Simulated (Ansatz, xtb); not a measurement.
**Loss of CH4: C4H10 → C3H6 + CH4**

Species: C4H10 (isobutane) `CC(C)C`, singlet; C3H6 `C=CC`, singlet; CH4 (methane) `C`, singlet. 

Shapes, held fixed at every level: PBE0-D4/def2-TZVP. Programs: Ansatz 0.2.0, xtb 6.7.1, xtb 6.7.1 later snapshot. The zero-point and thermal change to 298 K, harmonic and unscaled (PBE0-D4/def2-TZVP), is -12.8 kJ/mol.

**What was measured.** Tabulated heats of formation (Active Thermochemical Tables): C4H10 -135.4; C3H6 +20.4; CH4 -74.5 kJ/mol, which give ΔH(298 K) = +81.2 kJ/mol.

```
               level                   kind  ΔH (kJ/mol)  computed − measured
            GFN1-xTB         semi-empirical       +112.7                +31.5
    SPW92/def2-TZVPP                    LDA       +117.4                +36.2
   PBE-D4/def2-TZVPP                    GGA        +81.3                 +0.1
 BHLYP-D4/def2-TZVPP          global hybrid        +79.8                 -1.4
  PBE0-D4/def2-TZVPP          global hybrid        +92.8                +11.6
    CCSD(T)/def2-SVP  coupled cluster or CI        +89.1                 +7.9
       CCSD/def2-SVP  coupled cluster or CI        +89.3                 +8.1
     CCSD/def2-TZVPP  coupled cluster or CI        +80.3                 -0.9
CCSD(T)/CBS estimate  coupled cluster or CI        +81.2                  0.0
```

Nearest: CCSD(T)/CBS estimate (0.0); farthest: SPW92/def2-TZVPP (+36.2). 6 of 9 levels lie within 10 kJ/mol. The CBS estimate extrapolates MP2 from def2-TZVPP and def2-QZVPP and adds CCSD(T) − MP2 in the triple-zeta set, cores frozen.
